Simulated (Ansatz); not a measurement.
bcc Li, treated with RPBE (Ansatz, a first-principles code, plane waves, PAW).

Settings: plane-wave cutoff 520 eV, 22×22×22 k mesh, Fermi–Dirac smearing 0.05 eV, scalar-relativistic PAW data made under PBE.

Computed at the level's own relaxed cell.

Q: What does this level give for the equilibrium volume per atom, bulk modulus, equilibrium lattice constant a and pressure derivative B′ of the bulk modulus?

A: 
equilibrium volume per atom: 21.07 Å³/atom
bulk modulus: 13.3 GPa
equilibrium lattice constant a: 3.480 Å
pressure derivative B′ of the bulk modulus: 3.4

The run finds no gap.

Measured, for comparison: equilibrium volume per atom 20.51 Å³/atom (low-temperature or extrapolated to 0 K; zero-point anharmonic expansion removed; as tabulated in Csonka et al. (2009), arXiv:0903.4037); bulk modulus 13.8 GPa (corrected for temperature and zero-point phonon effects, our sources range from 13.1 to 13.9; as tabulated in Levämäki et al. (2014), arXiv:1402.3671); lattice constant a 3.449 Å (low-temperature or extrapolated to 0 K; zero-point anharmonic expansion removed, our sources range from 3.443 to 3.453; as tabulated in Csonka et al. (2009), arXiv:0903.4037). Computed (rounded) less measured: equilibrium volume per atom +2.7 %, bulk modulus -4 % (inside the range of the sources held), lattice constant a +0.9 % (+0.8 % to +1.1 % over the range).

It cost very roughly 13 core-seconds of CPU time.
